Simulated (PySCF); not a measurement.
# BH9NO: the cost of one run

Computed with tblite 0.8.0 and PySCF 2.14.0; each step states its level. No surroundings beyond the atoms listed, unless a continuum is named. Atoms count from 0, parts from 1.

9 further runs of the same task are left out: 9 set aside as unsound or not needed.

## 1. Starting point

12 atoms, charge 1, multiplicity 1; geometry: GFN2-xTB. Parts: 1 = atoms 0–7, `[BH3-][NH3+]`, charge 0; 2 = atoms 8–11, `[OH3+]`, charge 1. In the given geometry H9 has moved to B0 of another part (1.31 Å), so values for the parts refer to these atom groups.

## 2. Nuclear shieldings: PBE0/pcSseg-1

The job: settings as JSON, then the geometry in Å.

```
{"job": {"kind": "nmr", "xc": "PBE0", "basis": "pcSseg-1", "pop": false, "iso": false}, "charge": 1, "multiplicity": 1, "parts": [{"atoms": "0-7", "charge": 0, "multiplicity": 1}, {"atoms": "8-11", "charge": 1, "multiplicity": 1}]}
B     -0.225710     0.300470    -0.817860
N      0.059710     0.037000     0.722640
H     -0.870270    -0.570940    -1.286330
H     -1.249740     1.108710    -0.887460
H      0.791220     0.366390    -1.415810
H      0.715470    -0.737360     0.818430
H      0.484110     0.871740     1.172990
H     -0.781020    -0.213580     1.240530
O      1.029800     2.415370     1.701690
H     -0.376530     1.589920    -0.968670
H      0.739330     2.851380     2.507600
H      1.909120     2.754090     1.510030
```

Method: GIAO PBE0/pcSseg-1 NMR shielding, non-relativistic, gas phase.

The run is started by

```bash
OMP_NUM_THREADS=1 python cluster_run.py task.json out
```

The driver reads the jobs from task.json and runs them one after another.

**Question.** How long does this first job take on 1 thread of Arm Neoverse V2, shared host, and how much memory does it need?

About 3.8 s, with a peak of 0.45 GiB.
